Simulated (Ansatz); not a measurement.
Input for Ansatz (development build ahead of 0.2.0):

```yaml
crystal:
  periodic: [false, false, false]
  atoms:
    - { symbol: "N", position_ang: [-0.03206, 0.01926, -0.59847] }
    - { symbol: O, position_ang: [0.01157, -0.01247, 0.54163] }
basis:
  gaussian: { orbitals: aug-cc-pVDZ }
total_charge: 1
hamiltonian:
  xc: hf
```

The input is written out in the form of the current development build from the run's settings.

Results

```
Converged                       : yes
Total energy                    : -128.90098 hartree
Spin squared of the determinant : 0.000
```
